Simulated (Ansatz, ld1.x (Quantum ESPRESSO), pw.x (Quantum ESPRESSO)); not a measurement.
# Equation-of-state test of one TM potential (Ru (Z = 44))

ruthenium (Ru), norm-conserving Troullier–Martins (Kleinman–Bylander form), made with ld1.x (Quantum ESPRESSO) 7.5 (PBEsol, scalar-relativistic). Core [Kr], reference 4d7 5s1 5p0. Waves: 5s (bound): rc 2.50 bohr; 4d (bound): rc 1.50 bohr; 5p (bound, empty): rc 3.45 bohr. Local part: the p channel. Core correction: Bessel-smoothed model core, default radius (core density twice the valence density).

Atomic tests: cutoffs needed: 55 Ry and 70 Ry (the cutoffs (Ry, on a coarse ladder) from which the occupation-weighted sum of valence levels, in a spherical-Bessel basis at the reference potential, stays within 10 and 1 mRy of its value at 400 Ry); ghost test: no extra level below or beside the all-electron valence levels (s, d, p, f tested) (spherical-Bessel basis up to 400 Ry, 20 bohr box); configuration tests: 2 of 7 tests not solved or not reliable.

Crystal test: bcc Ru in pw.x 7.5, no spin, 15³ k-points, Fermi–Dirac smearing 0.01 Ry, cutoffs 85/340 Ry. The reference is all-electron LAPW (Ansatz 0.2.0) with the same functional, mesh and smearing; V0 and B0 come from Birch–Murnaghan fits to the pressures at five volumes. Errors are pseudo minus all-electron; Δ is the rms difference of the E(V) curves that follow from these fits, minima aligned, over ±6 % about the mean V0. Mesh and smearing are coarse, so the numbers serve the comparison and aren't converged zero-temperature values; the lattice is a test structure that the element need not adopt.

```json
{"V (Å³/atom)": "13.080", "P all-electron (GPa)": "18.34", "P pseudo (GPa)": "78.34"}
{"V (Å³/atom)": "13.424", "P all-electron (GPa)": "8.71", "P pseudo (GPa)": "62.51"}
{"V (Å³/atom)": "13.768", "P all-electron (GPa)": "0.38", "P pseudo (GPa)": "48.73"}
{"V (Å³/atom)": "14.112", "P all-electron (GPa)": "-6.82", "P pseudo (GPa)": "36.75"}
{"V (Å³/atom)": "14.456", "P all-electron (GPa)": "-13.03", "P pseudo (GPa)": "26.30"}
```

All-electron: a0 = 3.021 Å (V0 = 13.79 Å³/atom), B0 = 307.4 GPa.

Pseudopotential: mean pressure error (GPa): +49.01. The pressure does not cross zero within the volumes sampled, so no fit is given. The largest radius (3.45 bohr) exceeds half the bond length (2.47 bohr), so the spheres overlap, which is one possible source of error among others. This is a poor potential for the solid. Atomic configuration tests: 2 of 7 tests not solved or not reliable.

At the middle volume, how do free energy and pressure move when the wave cutoff is lowered (ecutrho kept at four times it)?

```json
{"cutoff (Ry)": "38", "shift of F (meV/atom)": "+1984.1", "shift of P (GPa)": "-97.90"}
{"cutoff (Ry)": "51", "shift of F (meV/atom)": "+162.4", "shift of P (GPa)": "-13.51"}
{"cutoff (Ry)": "68", "shift of F (meV/atom)": "+1.8", "shift of P (GPa)": "-0.09"}
```

Input at the middle volume:

```
&control
  calculation='scf', prefix='x', pseudo_dir='./', outdir='./tmp', tstress=.true., disk_io='none'
/
&system
  ibrav=0, nat=1, ntyp=1, ecutwfc=85, ecutrho=340, nbnd=11,
  occupations='smearing', smearing='fd', degauss=0.01
/
&electrons
  conv_thr=1e-09, mixing_beta=0.4, electron_maxstep=70
/
ATOMIC_SPECIES
Ru 1.0 Ru.UPF
CELL_PARAMETERS angstrom
  -1.50986096 1.50986096 1.50986096
  1.50986096 -1.50986096 1.50986096
  1.50986096 1.50986096 -1.50986096
ATOMIC_POSITIONS crystal
Ru 0.0000 0.0000 0.0000
K_POINTS automatic
15 15 15 0 0 0
```

```bash
pw.x < Ru.scf.in > Ru.scf.out
```

Lines of the output:

```
Message from routine setup:
     using ibrav=0 with symmetry is DISCOURAGED, use correct ibrav instead
     lattice parameter (alat)  =       4.9419  a.u.
     unit-cell volume          =      92.9111 (a.u.)^3
     number of electrons       =         8.00
     number of Kohn-Sham states=           11
     kinetic-energy cutoff     =      85.0000  Ry
     charge density cutoff     =     340.0000  Ry
     scf convergence threshold =      1.0E-09
     Exchange-correlation= PBESOL
     number of k points=   120  Fermi-Dirac smearing, width (Ry)=  0.0100
     iteration #  1     ecut=    85.00 Ry     beta= 0.40
     total energy              =     -52.59591794 Ry
     estimated scf accuracy    <       0.07908476 Ry
     iteration #  2     ecut=    85.00 Ry     beta= 0.40
     total energy              =     -52.60238140 Ry
     estimated scf accuracy    <       0.00457630 Ry
     iteration #  3     ecut=    85.00 Ry     beta= 0.40
     total energy              =     -52.60325212 Ry
     estimated scf accuracy    <       0.00004319 Ry
     iteration #  4     ecut=    85.00 Ry     beta= 0.40
     total energy              =     -52.60325387 Ry
     estimated scf accuracy    <       0.00000356 Ry
     iteration #  5     ecut=    85.00 Ry     beta= 0.40
     total energy              =     -52.60325451 Ry
     estimated scf accuracy    <       0.00000008 Ry
     iteration #  6     ecut=    85.00 Ry     beta= 0.40
     total energy              =     -52.60325452 Ry
     estimated scf accuracy    <       0.00000003 Ry
     iteration #  7     ecut=    85.00 Ry     beta= 0.40
     the Fermi energy is    16.7967 ev
!    total energy              =     -52.60325453 Ry
     estimated scf accuracy    <          3.3E-11 Ry
     smearing contrib. (-TS)   =      -0.00835595 Ry
     The total energy is F=E-TS. E is the sum of the following terms:
     one-electron contribution =      14.96494011 Ry
     hartree contribution      =       2.17179765 Ry
     xc contribution           =     -28.91623503 Ry
     ewald contribution        =     -40.81540132 Ry
     convergence has been achieved in   7 iterations
          total   stress  (Ry/bohr**3)                   (kbar)     P=      487.35
     Message from routine punch:
     Nothing written, as per user request (disk_io='none')
```

The run at the middle volume (120 k-points, 7 iterations) took about 17 s on one core of a shared host (Neoverse-V1, 32 threads, 247 GiB, load 23).
